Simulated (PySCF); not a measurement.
# Ionisation energy of Al by level of theory

Al [Ne] 3s2 3p1 (2P) → Al⁺ [Ne] 3s2 (1S), as a difference of total energies. Calculation: PySCF 2.14, in aug-cc-pV(D+d)Z (5s4p3d, 32 functions); no relativity, point nucleus. Correlated levels: valence: [Ne] frozen. The calculations carry no spin-orbit coupling.

| method | ionisation energy (eV) | error (eV) |
| --- | --- | --- |
| UHF | 5.599 | -0.378 |
| BP86 | 6.163 | +0.186 |
| M06-L | 5.891 | -0.086 |
| MP2 (valence) | 5.758 | -0.219 |
| SCS-MP2 (valence) | 5.737 | -0.240 |
| CCSD (valence) | 5.857 | -0.120 |
| CCSD(T) (valence) | 5.880 | -0.097 |

Reference: 5.977 eV (measured; NIST levels, between the centres of gravity of the two terms).

Errors of the correlated levels include the incompleteness of this basis and the frozen core.
